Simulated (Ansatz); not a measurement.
System: body-centred tetragonal In. Method: r²SCAN-D4 (Ansatz, a first-principles code, plane waves, PAW).

Run with plane-wave cutoff 560 eV, 24×24×24 k mesh, Fermi–Dirac smearing 0.05 eV, scalar-relativistic PAW data made under PBE.

Energies at three volumes about the minimum:

| V (Å³/atom) | E − E_lowest (meV/atom) |
|---|---|
| 25.348 | 1.50 |
| 25.865 | 0.00 |
| 26.383 | 1.39 |

Problem. Fit a parabola by hand: where is the minimum, and what is the bulk modulus?

Solution. Slopes: (0.00 − 1.50)/(25.865 − 25.348) = -2.901 and (1.39 − 0.00)/(26.383 − 25.865) = 2.683 meV/Å³. Curvature E″ = 2 × (2.683 − (-2.901))/(26.383 − 25.348) = 10.790 meV/Å⁶. From the middle of the first interval, the slope vanishes at V0 = 25.6065 − (-2.901)/10.790 = 25.875 Å³/atom. B = V0 E″ = 25.875 × 10.790 meV/Å³ × 0.1602 GPa per meV/Å³ = 44.7 GPa. The full Birch–Murnaghan fit to all volumes gives V0 = 25.865 Å³/atom and B0 = 44.5 GPa.

Shape and atoms are relaxed at each volume.

Measured, for comparison: bulk modulus 44.7 GPa (copied from a table, unchecked, extrapolated to 0 K and zero-point effects removed; as tabulated in Lejaeghere et al. (2013), arXiv:1204.2733). Computed (rounded) less measured: bulk modulus not scored (unchecked).

Note: the bulk modulus comes from volumes at which shape and atoms were relaxed.
